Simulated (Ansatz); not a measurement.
The input, for Ansatz 0.2.0:

```yaml
crystal:
  periodic: [false, false, false]
  atoms:
    - {symbol: Si, position_ang: [0.084376, 0.005225, 2.083598]}
    - {symbol: Al, position_ang: [-0.080498, 0.013599, -0.238276]}
    - {symbol: H, position_ang: [-0.003878, -0.018825, -1.845322]}
basis:
  gaussian: {orbitals: "6-31++G**"}
magnetization: {spin_polarized: false, initial_magnetization: 2}
hamiltonian: {xc: {name: B3LYP}}
correlation: {method: bccd_t, electrons: valence}
output: {forces: true}
```

```sh
$ ansatz run in.yaml --threads 1 --pin off --events-out ev --progress --plain --max-ram 2393MiB
```

The program prints:

```
427 factors; integrals over basis functions are off by at most 1.4e-3 eV
mean field evaluation 1: about -14487.4675 eV, gradient 1.1e1 eV
mean field evaluation 2: about -14487.5081 eV, gradient 1.1e1 eV
mean field evaluation 4: about -14487.8356 eV, gradient 5.9e0 eV
mean field evaluation 8: about -14488.1103 eV, gradient 1.4e-1 eV
mean field evaluation 16: about -14488.1104 eV, gradient 1.4e-4 eV
mean field -14488.11044896 eV, -532.4282386053 hartree, gradient 3.0e-7 eV, S^2 2.000000; 0 other end points of the search recorded, 0 dependent functions left out
mean field evaluation 32: about -14457.8644 eV, gradient 1.2e-1 eV
10 core orbitals not correlated: weight in the atoms' cores, before any rotation towards them, 1.000 or more for the frozen orbitals, at most 0.000 for the correlated occupied ones
reference -14457.41783686 eV, -531.3003059148 hartree; 5, 3 occupied and 37, 39 virtual orbitals, 427 factors
second order -3.26329627 eV of doubles, -0.21125291 eV of singles
cycle   1  -3.87057784 eV  change   -4.0e-1 eV  update   7.2e-2
cycle   2  -4.02190860 eV  change   -1.5e-1 eV  update   2.4e-2
cycle   3  -4.06557313 eV  change   -4.4e-2 eV  update   1.2e-2
cycle   4  -4.06724102 eV  change   -1.7e-3 eV  update   3.5e-3
cycle   5  -4.06693195 eV  change    3.1e-4 eV  update   1.5e-3
cycle   6  -4.06660765 eV  change    3.2e-4 eV  update   7.6e-4
cycle   7  -4.06664333 eV  change   -3.6e-5 eV  update   3.9e-4
cycle   8  -4.06665453 eV  change   -1.1e-5 eV  update   2.1e-4
cycle   9  -4.06662849 eV  change    2.6e-5 eV  update   1.3e-4
cycle  10  -4.06661543 eV  change    1.3e-5 eV  update   7.4e-5
cycle  11  -4.06662787 eV  change   -1.2e-5 eV  update   4.0e-5
cycle  12  -4.06662875 eV  change   -8.7e-7 eV  update   1.8e-5
cycle  13  -4.06662979 eV  change   -1.0e-6 eV  update   7.8e-6
cycle  14  -4.06662713 eV  change    2.7e-6 eV  update   3.7e-6
cycle  15  -4.06662687 eV  change    2.6e-7 eV  update   1.9e-6
cycle  16  -4.06662691 eV  change   -4.4e-8 eV  update   9.4e-7
cycle  17  -4.06662713 eV  change   -2.2e-7 eV  update   4.6e-7
perturbative correction -0.17351804 eV, -0.0063766703 hartree
the calculation of the forces begins
Total energy: -14461.65798202 eV, -531.4561283755 hartree
Atom 0 at     0.084376     0.005225     2.083598 Å, force     0.023118    -0.001104     0.332204 eV/Å
Atom 1 at    -0.080498     0.013599    -0.238276 Å, force    -0.014847    -0.002245    -0.491395 eV/Å
Atom 2 at    -0.003878    -0.018825    -1.845322 Å, force    -0.008271     0.003348     0.159191 eV/Å
Dipole moment:    -0.038301     0.003925    -0.352971 e Å
```

Forces (eV/Å):
```
Si   0.023 -0.001  0.332
Al  -0.015 -0.002 -0.491
H   -0.008  0.003  0.159
```

Ran on 1 thread of Arm Neoverse V1, shared host: 7.5 s wall, 0.2 GiB peak host memory.
